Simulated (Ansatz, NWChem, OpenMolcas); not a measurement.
## SiH4O2 (SMILES O[SiH2]O): methods side by side

The species is SiH4O2 (7 atoms), meant as a singlet with charge 0. As SMILES, `O[SiH2]O`. Geometry: relaxed at PBE0-D4/def2-TZVP. This is one conformer, not always the lowest.

```csv
atom,x (Å),y (Å),z (Å)
O,-1.3852,-0.2439,-0.3544
Si,0.0514,0.4222,0.0792
O,1.2740,-0.6686,0.1832
H,-1.4567,-0.6156,-1.2348
H,0.5267,1.3930,-0.9334
H,-0.2293,1.0489,1.3916
H,1.2190,-1.3361,0.8686
```

Each level gives the vertical ionisation energy (to the doublet cation) (eV). The values are calculated.

```json
{"level": "SVWN5/def2-SVPD", "kind": "LDA", "program": "OpenMolcas", "value (eV)": "10.93", "CPU time (all runs)": "92 s"}
{"level": "r2SCAN/def2-SVPD", "kind": "meta-GGA", "program": "OpenMolcas", "value (eV)": "11.08", "CPU time (all runs)": "3.6 min"}
{"level": "M06-2X/def2-SVPD", "kind": "hybrid meta-GGA", "program": "NWChem", "value (eV)": "11.70", "CPU time (all runs)": "89 s"}
{"level": "B3LYP/def2-SVPD", "kind": "global hybrid", "program": "OpenMolcas", "value (eV)": "11.34", "CPU time (all runs)": "2 min"}
{"level": "BHLYP/def2-SVPD", "kind": "global hybrid", "program": "OpenMolcas", "value (eV)": "11.76", "CPU time (all runs)": "2.4 min"}
{"level": "CAM-B3LYP/def2-SVPD", "kind": "range-separated hybrid", "program": "Ansatz", "value (eV)": "11.60", "CPU time (all runs)": "18 s"}
{"level": "HSE06/def2-SVPD", "kind": "range-separated hybrid", "program": "Ansatz", "value (eV)": "11.34", "CPU time (all runs)": "16 s"}
{"level": "B2PLYP/def2-SVPD", "kind": "double hybrid", "program": "Ansatz", "value (eV)": "11.50", "CPU time (all runs)": "31 s"}
```

The values span 10.93 to 11.76 eV. Times are those of the runs behind each value, whatever else they computed, on shared processors of several kinds: orders of magnitude only.
